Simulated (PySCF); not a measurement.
# CH₆O₂, a complex of two parts: interaction energy

The task here is to estimate one member of a computed series from the others.

Computed with PySCF 2.14.0; each step states its level. No surroundings beyond the atoms listed, unless a continuum is named. Atoms count from 0, parts from 1.

## Starting point

9 atoms, charge 0, multiplicity 1; geometry: GFN2-xTB. Parts: 1 = atoms 0–2, `O`, charge 0; 2 = atoms 3–8, `CO`, charge 0.

Set-up of the first run:

What the job is given:

```
{"job": {"xc": "PBE0", "basis": "def2-SVPD", "d3": "d3bj", "grid": 2, "kind": "geom"}, "charge": 0, "multiplicity": 1, "parts": [{"atoms": "0-2", "charge": 0, "multiplicity": 1}, {"atoms": "3-8", "charge": 0, "multiplicity": 1}]}
O     -0.039748     0.477955     0.009826
H     -0.855287     0.179548    -0.418521
H      0.347766    -0.298802     0.415827
C     -2.593866     0.135324    -2.503524
O     -2.554175    -0.235677    -1.141594
H     -3.577623    -0.059434    -2.939595
H     -1.852007    -0.475833    -3.013462
H     -2.340152     1.190624    -2.637615
H     -3.197402     0.290501    -0.653910
```

On the command line:

```
$ OMP_NUM_THREADS=1 python cluster_run.py task.json out
```

This one command runs all jobs of the session in turn.

Among the steps run: Optimising the geometry at PBE0-D3(BJ)/def2-SVPD; Coupled-cluster interaction energy: CCSD(T) and MP2.

One table of the session follows, with a row left open; its other results are not shown here.

It belongs to the step «Coupled-cluster interaction energy: CCSD(T) and MP2». 

| method | interaction energy (kcal/mol) |
| --- | --- |
| HF/aug-cc-pVDZ | -3.55 |
| MP2/aug-cc-pVDZ | -4.90 |
| CCSD/aug-cc-pVDZ | -4.53 |
| CCSD(T)/aug-cc-pVDZ | -4.78 |
| HF/aug-cc-pVTZ | -3.54 |
| MP2/aug-cc-pVTZ | -5.33 |
| SCS-MP2/aug-cc-pVTZ | -4.69 |
| MP2, extrapolated | ? |
| CCSD(T), limit estimate | -5.39 |

Q: Estimate the row for MP2, extrapolated from the others.

The run gave: interaction energy (kcal/mol): -5.52. In the column «interaction energy (kcal/mol)» it is the lowest.
